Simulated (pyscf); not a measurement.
CH₄ + H₃C–GaH₂ → H₃C–GaH–CH₃ + H₂ (four-centre exchange; singlet surface; C–H, Ga–H broken, C–Ga, H–H formed). Optimised with ωB97X-D3(BJ)/def2-SVP in PySCF. Energies in kJ/mol from the separated reactants.

```
level                   barrier  reaction energy
----------------------  -------  ---------------
ωB97X-D3(BJ)/def2-TZVP      [?]              [?]
PBE/def2-TZVP             142.8            +35.8
B3LYP-D3(BJ)/def2-TZVP    166.2            +38.2
PBE0-D3(BJ)/def2-TZVP     148.9            +36.5
ωB97M-D3(BJ)/def2-TZVP      [?]            +39.2
HF/def2-TZVP              248.8            +59.7
```

Some entries are withheld; supply them.


- ωB97X-D3(BJ)/def2-TZVP, barrier: 164.4
- ωB97X-D3(BJ)/def2-TZVP, reaction energy: +32.8
- ωB97M-D3(BJ)/def2-TZVP, barrier: 169.9

The functionals in the table span 27.1 kJ/mol in this barrier, from PBE to ωB97M-D3(BJ)/def2-TZVP. At the saddle there is also a short Ga–H contact that neither side keeps. One saddle was located; it need not be the lowest between these sides. Elements up to Kr have no core potential and no relativistic terms here.
